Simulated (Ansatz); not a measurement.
Input (CCSDTQ/cc-pVTZ; Ansatz, a program for electronic structure):

Ansatz 0.2 input:
```yaml
crystal:
  periodic: [false, false, false]
  atoms:
    - {symbol: N, position_ang: [-0.00000000, -0.00000000, -0.13023549]}
    - {symbol: H, position_ang: [0.00000000, 0.00000000, 0.91164840]}
basis:
  gaussian:
    orbitals: cc-pVTZ
magnetization: {spin_polarized: true, initial_magnetization: 2}
correlation: {method: ccsdtq, electrons: outside_noble_gas}
```

Output:

```
Functional definition: HF
integrals: 0.03 GiB planned
489 factors; integrals over basis functions are off by at most 1.8e-7 eV
mean field: 0.08 GiB planned
mean field evaluation 1: about -1495.7326 eV, gradient 8.5e0 eV
mean field evaluation 2: about -1495.7335 eV, gradient 8.5e0 eV
mean field evaluation 4: about -1496.1068 eV, gradient 7.2e-1 eV
mean field evaluation 8: about -1496.1111 eV, gradient 4.4e-4 eV
mean field evaluation 16: about -1496.1111 eV, gradient 2.3e-6 eV
mean field -1496.11114201 eV, -54.9810703684 hartree, gradient 2.3e-6 eV, S^2 2.015520; 0 other end points of the search recorded, 0 dependent functions left out
1 core orbitals not correlated
reference -1496.11114201 eV, -54.9810703684 hartree; 4, 2 occupied and 39, 41 virtual orbitals, 489 factors
second order -3.72309689 eV of doubles, -0.00000000 eV of singles
coupled cluster: 1.46 GiB planned
cycle   1  -4.10026267 eV  change   -3.8e-1 eV  update   4.1e-2
cycle   2  -4.35642128 eV  change   -2.6e-1 eV  update   1.8e-2
cycle   3  -4.35955280 eV  change   -3.1e-3 eV  update   6.0e-3
cycle   4  -4.35522975 eV  change    4.3e-3 eV  update   2.7e-3
cycle   5  -4.35778429 eV  change   -2.6e-3 eV  update   1.2e-3
cycle   6  -4.35794825 eV  change   -1.6e-4 eV  update   7.0e-4
cycle   7  -4.35811641 eV  change   -1.7e-4 eV  update   2.9e-4
cycle   8  -4.35834468 eV  change   -2.3e-4 eV  update   1.5e-4
cycle   9  -4.35825701 eV  change    8.8e-5 eV  update   7.1e-5
cycle  10  -4.35819212 eV  change    6.5e-5 eV  update   2.2e-5
cycle  11  -4.35821126 eV  change   -1.9e-5 eV  update   8.9e-6
cycle  12  -4.35822192 eV  change   -1.1e-5 eV  update   4.4e-6
cycle  13  -4.35822530 eV  change   -3.4e-6 eV  update   1.5e-6
cycle  14  -4.35822537 eV  change   -6.3e-8 eV  update   6.1e-7
Total energy: -1500.46936738 eV, -55.1412321965 hartree
```
